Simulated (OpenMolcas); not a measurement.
**SiHF: a line through the functionals**

SiHF has 3 atoms, charge 0, and is taken as a singlet. As SMILES, `F[SiH]`. The coordinates come from a PBE0-D4/def2-TZVP relaxation.

The dipole moment y, in D, basis def2-TZVPPD; a is the functional's share of exact exchange. Programs: OpenMolcas 26.06.

| functional | program | a | y (D) |
| --- | --- | --- | --- |
| BLYP | OpenMolcas | 0 | 0.91 |
| revPBE | OpenMolcas | 0 | 0.82 |
| B3LYP | OpenMolcas | 0.2 | ? |
| PBE0 | OpenMolcas | 0.25 | 0.96 |
| BHLYP | OpenMolcas | 0.5 | 1.09 |

Task: Fit y = c + s·a to the known rows and predict B3LYP.

Result: 
1. Means of the 4 rows: a = 0.1875, y = 0.945.
2. Σ(Δa)² = 0.17188, Σ(Δa·Δy) = 0.07625, so the slope is 0.07625/0.17188 = 0.44362.
3. Intercept: 0.945 − (0.44362) × 0.1875 = 0.862. The largest residual of the fit is 0.048.
4. B3LYP: 0.862 + (0.44362) × 0.2 = 0.95 D.

The run gave 0.99 D, so the prediction is off by -0.04 D, within the largest residual. More exact exchange makes the molecule more polar here. The rows mix families of semi-local functionals, which the line can't see.
